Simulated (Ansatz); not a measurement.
Take a crystal in which Cs has been replaced by Na on all its sites, with the cell rescaled by a rough guess (in some cases also distorted within its space group) and nothing relaxed:

```
CELL_PARAMETERS angstrom
-2.98920 2.98920 6.26425
2.98920 -2.98920 6.26425
2.98920 2.98920 -6.26425
ATOMIC_POSITIONS crystal
Na 0.00000 0.00000 0.00000
Ba 0.75000 0.25000 0.50000
Ba 0.25000 0.75000 0.50000
Ba 0.50000 0.50000 0.00000
```

These are results of Ansatz, DFT PBEsol, scalar-relativistic, plane waves, PAW, not measurements.

Cutoff 420 eV; k points 10×10×10 on the computed 4-atom cell (Γ-centred); Gaussian smearing, width 0.10 eV; no spin polarisation.

**Question.** What pressure does the cell carry?

**Answer.** The pressure is -0.2 GPa (positive in compression), so the cell would hardly change its volume.

**Question.** Is it a metal on this mesh?

**Answer.** Yes, a band crosses the Fermi level.

**Question.** What is its energy against the elements in their standard states?

**Answer.** +0.071 eV/atom at this unrelaxed geometry, with the elements in the same functional.

Spin-orbit coupling is left out, which matters for the bands of heavy elements.